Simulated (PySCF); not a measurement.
Scan of H₂O₂, singlet: torsion, other coordinates relaxed. Scanned: dihedral. Other coordinates (O-O length, H-O-O angle, O-H length) were minimised at B3LYP/def2-TZVP.

The free coordinates were minimised at B3LYP/def2-TZVP in PySCF; the energy column is CCSD(T) on RHF/cc-pVTZ, 2 core orbitals frozen (PySCF 2.14.0), in kJ/mol.

```tsv
at / °	O-O length / Å	H-O-O angle / °	O-H length / Å	E
0	1.459	105.1	0.968	30.90
15	1.458	105.0	0.968	29.23
30	1.455	104.5	0.968	24.54
45	1.452	103.9	0.969	18.15
60	1.448	103.2	0.969	11.50
75	1.446	102.4	0.969	5.88
90	1.446	101.7	0.969	2.06
105	1.448	101.0	0.969	0.17
120	1.451	100.4	0.968	0.00
135	1.455	99.8	0.967	0.99
150	1.458	99.3	0.967	2.48
165	1.460	99.0	0.967	3.74
180	1.461	99.0	0.967	4.27
```
